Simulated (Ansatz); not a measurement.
# One arrangement of a pair

The pair of HF (SMILES F, atoms 1–2) and CH$_{2}$O (SMILES C=O, atoms 3–6), both closed shells, in one local arrangement (a lower one may exist), relaxed at PBE0-D4/def2-TZVP:

```
atom    x (Å)    y (Å)    z (Å)
  F1   0.0960   0.5665  -2.1432
  H2   0.3170  -0.0154  -1.4369
  C3  -0.1105  -0.1294   0.9037
  O4   0.4745  -0.7649   0.0671
  H5  -0.1248  -0.4555   1.9574
  H6  -0.6522   0.7987   0.6518
```

Program: Ansatz 0.2.0. Basis: def2-TZVPPD, with def2-QZVPPD for the basis limit. Cores are frozen in the correlated methods. B3LYP uses VWN-RPA correlation. Extrapolation: Hartree–Fock as exp(−7.88 √X), correlation as X^−2.97. Interaction energies count from these two fragments, frozen as in the pair, with the counterpoise correction; negative means bound.

Problem. What is the interaction energy by CCSD(T) at an estimated basis limit (MP2 extrapolated from triple and quadruple zeta, plus CCSD(T) − MP2 in triple zeta)? (Judge from chemistry; the value comes from the calculation.)

Solution. The calculation gives: -8.44 kcal/mol. Hartree–Fock alone gives -7.28 kcal/mol at the basis limit. It counts from the two fragments frozen as in the pair.

The same quantity by other methods in triple zeta, and each one's difference from that estimate:
```json
{"method": "PBE-D4", "E_int (kcal/mol)": "-8.92", "difference": "-0.48"}
{"method": "revPBE-D4", "E_int (kcal/mol)": "-7.66", "difference": "0.78"}
{"method": "BLYP-D4", "E_int (kcal/mol)": "-8.25", "difference": "0.18"}
{"method": "r2SCAN-D4", "E_int (kcal/mol)": "-9.25", "difference": "-0.81"}
{"method": "B97M-V", "E_int (kcal/mol)": "-8.44", "difference": "0.00"}
{"method": "PBE0-D4", "E_int (kcal/mol)": "-9.14", "difference": "-0.71"}
{"method": "B3LYP-D4", "E_int (kcal/mol)": "-8.87", "difference": "-0.43"}
{"method": "HSE06-D4", "E_int (kcal/mol)": "-9.11", "difference": "-0.67"}
{"method": "wB97X-V", "E_int (kcal/mol)": "-8.85", "difference": "-0.41"}
{"method": "wB97M-V", "E_int (kcal/mol)": "-8.68", "difference": "-0.24"}
{"method": "B2PLYP", "E_int (kcal/mol)": "-8.21", "difference": "0.23"}
{"method": "HF", "E_int (kcal/mol)": "-7.28", "difference": "1.15"}
{"method": "MP2", "E_int (kcal/mol)": "-7.77", "difference": "0.67"}
{"method": "CCSD", "E_int (kcal/mol)": "-7.59", "difference": "0.85"}
{"method": "CCSD(T)", "E_int (kcal/mol)": "-7.81", "difference": "0.63"}
```
Differences are method less estimate.

Problem. Which atoms make the shortest contact between the fragments?

Solution. H2 and O4, 1.69 Å apart.

Energy to bend the free fragments (PBE0-D4 minima) into their shapes in the pair, CCSD(T)/def2-TZVPPD: HF 0.33 kcal/mol; CH$_{2}$O -0.14 kcal/mol. This must be added to the interaction energy to get the binding energy from relaxed fragments.

Basis-set superposition shift (counterpoise-corrected less uncorrected): CCSD(T) 0.68; MP2 0.68; HF 0.05; PBE0-D4 0.05; wB97M-V 0.06 kcal/mol.

T1 diagnostic: at most 0.016.

For scale, one of the runs: CCSD(T)/def2-TZVPPD, 168 basis functions, launched by `ansatz run in.yaml --threads 2 --pin off --events-out ev --progress --plain --max-ram 5222MiB`. Hardware: 2 CPU threads of an Arm Neoverse V2, shared host. Wall time 22 s; peak host memory 1.5 GiB.
